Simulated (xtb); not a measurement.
xtb input:

```bash
xtb mol.xyz --gfnff --opt tight --chrg 0 --uhf 0
```
mol.xyz:
```
2

P     -0.00000000    -0.00000000    -0.94474959
P      0.00000000     0.00000000     0.94474959
```

Question: What final total energy does it print?

Answer: -0.11516 Eh (GFN-FF).
